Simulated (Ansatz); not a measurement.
Saddle point of AlH5O, singlet (AlH₃ + H₂O → AlH₃O ([OH][AlH2]) + H₂; bonds formed: H2–H5; dative contacts that become bonds: Al1–O6; bonds broken: Al1–H2, H5–O6), PBE0-D4/def2-TZVP structure:

```
7
angstrom
Al -0.4004 -0.6326 0.0667
H 1.3643 -0.5131 0.1435
H -0.8551 -1.0356 -1.3964
H -0.9808 -1.2599 1.3937
H 0.9950 0.4877 0.1478
O -0.0096 1.1916 0.2057
H -0.1136 1.7620 -0.5611
```

Energies are electronic, without zero-point energy. Barriers and step energies count from the start structure reached by relaxing down the imaginary mode; all methods use the PBE0-D4 structures, on which another method's saddle can fall below an end. Ansatz 0.2.0; basis: def2-TZVPP, with def2-QZVPP for the basis limit; cores frozen in the correlated methods. B3LYP uses VWN-RPA correlation. Extrapolation: Hartree–Fock as exp(−7.88 √X), correlation as X^−2.97.

```
      method  barrier (kJ/mol)  step energy (kJ/mol)
       SPW92              30.4                 -29.4
      PBE-D4              44.0                 -41.9
     BLYP-D4                 ?                 -52.4
   r2SCAN-D4              49.4                 -42.7
      B97M-V              68.2                 -27.6
     PBE0-D4              58.1                 -34.9
    B3LYP-D4                 ?                 -45.5
  r2SCAN0-D4              60.8                 -37.4
    BHLYP-D4              76.7                 -38.2
CAM-B3LYP-D4              63.7                 -40.9
     wB97X-V              67.4                 -38.1
     wB97M-V              67.2                 -40.1
      B2PLYP              63.6                 -45.8
    PBE-QIDH              66.4                 -36.0
  RPA on PBE              69.0                 -39.6
          HF             110.6                 -31.6
         MP2                 ?                 -47.1
        CCSD              77.1                 -38.2
     CCSD(T)              70.7                 -39.9
```

Task: Fill in the withheld barriers. (Judge from chemistry; the value comes from the calculation.)

Result: By the calculation: BLYP-D4 49.7; B3LYP-D4 60.2; MP2 63.9 kJ/mol. Each is the energy of the saddle less that of the start structure, by the same method.

For comparison, the barrier by CCSD(T) at an estimated basis limit (MP2 extrapolated from triple and quadruple zeta, plus CCSD(T) − MP2 in triple zeta) is 68.1 kJ/mol.

No T1 diagnostic of these runs exceeds 0.013.

The step is the kind of ligand exchange by which a precursor binds to a hydroxyl group, or is hydrolysed, in atomic layer deposition of oxides.

Labels in which every atom is bracketed show which atoms are joined, not bond orders.

For scale, one of the runs: CCSD(T)/def2-TZVPP, 143 basis functions, launched by `ansatz run in.yaml --threads 2 --pin off --events-out ev --progress --plain --max-ram 4352MiB`. Time: 6 s of wall clock on 2 CPU threads of an Intel Xeon Platinum 8488C; the host was shared. Peak host memory: 0.81 GiB.
